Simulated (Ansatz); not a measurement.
Geometry optimisation, RKS revPBE/def2-mTZVP (Ansatz 0.2.0).

The input (input.yaml):

```yaml
crystal:
  periodic: [false, false, false]
  atoms:
    - { symbol: B, position_ang: [0.0, 0.0, 0.0] }
    - { symbol: C, position_ang: [0.0, 0.0, 1.95] }
    - { symbol: H, position_ang: [-0.9996, -0.3092, 2.3205] }
    - { symbol: H, position_ang: [0.7676, -0.7111, 2.3205] }
    - { symbol: H, position_ang: [0.232, 1.0203, 2.3205] }
    - { symbol: H, position_ang: [1.0305, 0.0, -0.595] }
    - { symbol: H, position_ang: [-1.0305, 0.0, -0.595] }
    - { symbol: O, position_ang: [-0.219, -1.6079, 0.5392] }
    - { symbol: H, position_ang: [-0.6224, -2.1606, -0.2037] }
    - { symbol: H, position_ang: [-0.1495, -1.0979, 1.5797] }
basis:
  gaussian: { orbitals: def2-mTZVP }
hamiltonian:
  xc: revpbe
relax:
  f_tol: 0.15
  max_steps: 25
  restrain:
    - { distance: [0, 7], at: 1.41, k: 30.0 }
    - { distance: [9, 1], at: 1.11, k: 30.0 }
    - { distance: [0, 1], at: 2.8, k: 30.0 }
    - { distance: [9, 7], at: 2.21, k: 30.0 }
output:
  orbitals: {}
```

Command:

```bash
$ ansatz run input.yaml --threads 1 --pin off --max-ram 2048MiB --backend cpu --events-out ev --progress --plain --runs-dir out
```

Where does it end, and by what steps?

It converged. The restraints hold the end off the free minimum. After 8 steps the energy has fallen by 4.709 eV (the restraints' own energy left out); O8 moved furthest, 1.00 Å.

| step | energy less start (eV) | largest force component (eV/Å) | accepted |
| --- | --- | --- | --- |
| 0 | 0.0000 | 5.160 | yes |
| 1 | 0.1370 | 3.193 | yes |
| 2 | 0.1885 | 3.999 | yes |
| 3 | -0.8138 | 4.623 | yes |
| 4 | -2.5658 | 3.393 | yes |
| 5 | -4.0869 | 2.441 | yes |
| 6 | -4.5603 | 1.151 | yes |
| 7 | -4.6915 | 0.806 | yes |
| 8 | -4.7093 | 0.538 | yes |

```xyz
10
Properties=species:S:1:pos:R:3
B 0.006 -0.454 -0.417
C -0.034 -0.118 2.374
H -0.948 -0.129 2.984
H 0.841 -0.320 3.006
H 0.081 0.864 1.900
H 1.086 0.075 -0.436
H -1.030 0.163 -0.491
O 0.007 -1.844 -0.404
H -0.900 -2.190 -0.490
H -0.100 -0.914 1.611
```

Run time: 23 s on 1 thread of Arm Neoverse V1, on a shared host, peak memory 0.12 GiB.
